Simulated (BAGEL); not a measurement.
# MRCI(8,5)/6-31G(d) (density fitting with qzvpp-jkfit, spherical functions) run of OH− (hydroxide)

What is the vertical ionisation energy of OH− (hydroxide) at MRCI(8,5)/6-31G* (density fitting with qzvpp-jkfit, spherical functions)? 

The calculation is run with BAGEL 1.2.2.

## Step 1: The structure to begin with

OH− has 2 atoms, charge -1, and is taken as a singlet. SMILES: `[OH-]`. The shape is that of a PBE0-D4/def2-TZVPD optimisation.

Bond lengths: O1–H2 0.964 Å.

## Step 2: A single-point energy at MRCI(8,5)/6-31G(d) (density fitting with qzvpp-jkfit, spherical functions)

input.json

```json
{ "bagel": [

{
  "title": "molecule",
  "basis": "6-31gs.json",
  "df_basis": "qzvpp-jkfit",
  "angstrom": true,
  "geometry": [
    { "atom": "O", "xyz": [       0.411800,      -0.131800,       0.212500 ] },
    { "atom": "H", "xyz": [      -0.411800,       0.131800,      -0.212500 ] }
  ]
},

{
  "title": "hf",
  "charge": -1
},

{
  "title": "casscf",
  "nstate": 1,
  "nact": 5,
  "nclosed": 1,
  "charge": -1,
  "maxiter": 200,
  "natocc": true
},

{
  "title": "print",
  "file": "orbitals.molden",
  "orbitals": true
},

{
  "title": "smith",
  "method": "mrci",
  "ncore": 1
}

]}
```

The basis set 6-31G* is read from a file made from the Basis Set Exchange's data (not shown).

Command:

```
$ BAGEL_NUM_THREADS=1 BAGEL input.json > input.out
```

Output:

```text
* using 1 threads per process

  ===============================================================
  ===============================================================

  *** Geometry ***

  { "atom" : "O", "xyz" : [      0.778189,     -0.249066,      0.401567 ] },
  { "atom" : "H", "xyz" : [     -0.778189,      0.249066,     -0.401567 ] },

  Number of auxiliary basis functions:       95

  Since a DF basis is specified, we compute 2- and 3-index integrals:
    o Being stored without compression. Storage requirement is 0.000 GB

  Number of basis functions:       16
  Number of electrons      :        9

    * METHOD: MOLECULE                             0.01

  *** RHF ***

  === Nuclear Repulsion ===
     4.3935670399

      * DIIS with orbital gradients will be used.

[... 6 lines left out ...]
    * SCF iteration converged.
[... 1 line left out ...]
    * Permanent dipole moment:
[... 22 lines left out ...]
    * Second-order optimization converged. *
[... 13 lines left out ...]
     * ci vector, state   0, <S^2> = -0.0000
       2222.     0.9932677351
       222.2    -0.1125619748

    * METHOD: CASSCF                               0.08

    * METHOD: PRINT                                0.00

  === SMITH program ===

    * freezing 1 orbital
    * XMS rotation is only appropriate for CASPT2, and will not be used with mrci

    * Approximate memory requirement for SMITH calulation per MPI process:
      o Storage requirement for T-amplitude, lambda, and residual is 0.00 GB
      o Storage requirement for MO integrals is 0.00 GB
    * Calculating and saving rdm4

    * Zeroth order energy : state  0       -2.1948876532

      ---- iteration ----

        0   0   -75.50665030     0.03700540      0.27
        1   0   -75.51017942     0.00853907      0.27
        2   0   -75.51038307     0.00141785      0.26
[... 5 lines of this table left out ...]
        8   0   -75.51039054     0.00000031      0.26

      -------------------

        0   0   -75.51723706     0.00000000      0.00

    * METHOD: SMITH                                2.43

  ===============================================================
```

Run time: 2.7 s. Hardware: 1 thread of Arm Neoverse V1, shared host.

## Step 3: Doublet neutral OH, same level

input.json

```json
{ "bagel" : [

{
  "title" : "molecule",
  "basis" : "6-31gs.json",
  "df_basis" : "qzvpp-jkfit",
  "angstrom" : true,
  "geometry" : [
    { "atom" : "O", "xyz" : [    0.411800,   -0.131800,    0.212500 ] },
    { "atom" : "H", "xyz" : [   -0.411800,    0.131800,   -0.212500 ] }
  ]
},
{
  "title" : "hf",
  "charge" : 1
},
{
  "title" : "casscf",
  "nstate" : 1,
  "nact" : 5,
  "nclosed" : 1,
  "nspin" : 1,
  "maxiter" : 200,
  "natocc" : true
},
{
  "title" : "print",
  "file" : "orbitals.molden",
  "orbitals" : true
},
{
  "title" : "smith",
  "method" : "mrci",
  "ncore" : 1
}

]}
```

The basis set 6-31G* is read from a file made from the Basis Set Exchange's data (not shown).

Command:

```
$ BAGEL_NUM_THREADS=1 BAGEL input.json > input.out
```

Output:

```text
* using 1 threads per process

  ===============================================================
  ===============================================================

  *** Geometry ***

  { "atom" : "O", "xyz" : [      0.778189,     -0.249066,      0.401567 ] },
  { "atom" : "H", "xyz" : [     -0.778189,      0.249066,     -0.401567 ] },

  Number of auxiliary basis functions:       95

  Since a DF basis is specified, we compute 2- and 3-index integrals:
    o Being stored without compression. Storage requirement is 0.000 GB

  Number of basis functions:       16
  Number of electrons      :        9

    * METHOD: MOLECULE                             0.01

  *** RHF ***

  === Nuclear Repulsion ===
     4.3935670399

      * DIIS with orbital gradients will be used.

[... 6 lines left out ...]
    * SCF iteration converged.
[... 1 line left out ...]
    * Permanent dipole moment:
[... 22 lines left out ...]
    * Second-order optimization converged. *
[... 11 lines left out ...]
     * ci vector, state   0, <S^2> = 0.7500
       222a.     0.9935153637
       22.a2     0.1035145692

    * METHOD: CASSCF                               0.07

    * METHOD: PRINT                                0.00

  === SMITH program ===

    * freezing 1 orbital
    * XMS rotation is only appropriate for CASPT2, and will not be used with mrci

    * Approximate memory requirement for SMITH calulation per MPI process:
      o Storage requirement for T-amplitude, lambda, and residual is 0.00 GB
      o Storage requirement for MO integrals is 0.00 GB
    * Calculating and saving rdm4

    * Zeroth order energy : state  0       -5.2054814598

      ---- iteration ----

        0   0   -75.52769897     0.02737328      0.26
        1   0   -75.53011534     0.00573008      0.26
        2   0   -75.53022675     0.00088800      0.27
[... 4 lines of this table left out ...]
        7   0   -75.53023179     0.00000046      0.26

      -------------------

        0   0   -75.53468329     0.00000000      0.00

    * METHOD: SMITH                                2.12

  ===============================================================
```

It took 2.4 s on 1 thread of Arm Neoverse V1, shared host.

## Step 4: What came out

Level: MRCI(8,5)/6-31G* (density fitting with qzvpp-jkfit, spherical functions), 1 core orbital frozen.

| quantity | value |
| --- | --- |
| singlet OH−: total energy | -75.51039 Eh |
| doublet neutral OH: total energy | -75.53023 Eh |
| vertical detachment energy (to the doublet neutral) | -0.540 eV |

**Reading.** The species is unbound against losing an electron at this level, by 0.54 eV (−52.1 kJ/mol); missing correlation or diffuse functions can give that sign where the real anion is bound. With the Davidson correction the energy (singlet OH−) is -75.51724 Eh. With the Davidson correction the energy (doublet neutral OH) is -75.53468 Eh.
